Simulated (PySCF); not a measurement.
**How methods differ on the ionisation energy of Ne**

Ne [Ne] (1S) → Ne⁺ [He] 2s2 2p5 (2P), as a difference of total energies. Computed with PySCF 2.14 in cc-pVTZ-DK, with scalar relativity by spin-free X2C-1e. Correlated levels: valence: 1s2 frozen. The calculations carry no spin-orbit coupling.

| method | ionisation energy (eV) |
| --- | --- |
| UHF | 19.653 |
| M06-2X | 21.526 |
| MN15 | 21.635 |
| MP2 (valence) | 21.492 |
| SCS-MP2 (valence) | 21.347 |
| CCSD (valence) | 21.234 |
| CCSD(T) (valence) | 21.281 |

Question: How much does correlation contribute at CCSD(T) (valence)?

Answer: 21.281 − (19.653) = 1.628 eV, measured against UHF.

Errors of the correlated levels include the incompleteness of this basis and the frozen core.

For comparison: 21.597 eV (measured; NIST levels, between the centres of gravity of the two terms).
